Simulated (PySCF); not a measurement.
Working with the constants of SO

UHF-CCSD(T) constants of SO, ³Σ⁻ (triplet), unpaired electrons π ↑↑ (basis S 6-311G(d,p), O 6-311G(d,p); no relativity; PySCF 2.14; masses 31.9721 and 15.9949 u):

- ωe: 1101.0 cm⁻¹
- ωexe: 6.32 cm⁻¹
- Be: 0.69238 cm⁻¹
- αe: 0.00566 cm⁻¹
- De to S + O: 4.35 eV

(1) What force constant and bond length do these constants imply?

(2) Estimate the centrifugal constant D from the Kratzer relation and find the Dunham coefficient a1.

Measured values (Huber and Herzberg, Constants of Diatomic Molecules (1979)): ωe = 1149.22 cm⁻¹, ωexe = 5.63 cm⁻¹, Be = 0.7208171 cm⁻¹, αe = 0.0057367 cm⁻¹.

Correlated steps freeze 6 core orbitals. The state was picked by a PBE0 search and need not be the measured ground state.

## Answers

(1) Reduced mass μred = 10.661 u; k = 5.8918×10⁻⁷·μred·ωe² (u, cm⁻¹, mdyn/Å) = 7.61 mdyn/Å; Re = √(16.8576/(μred·Be)) (u, cm⁻¹, Å) = 1.511 Å.

(2) D = 4Be³/ωe² = 1.1e-06 cm⁻¹; a1 = −1 − αeωe/(6Be²) = -3.17.
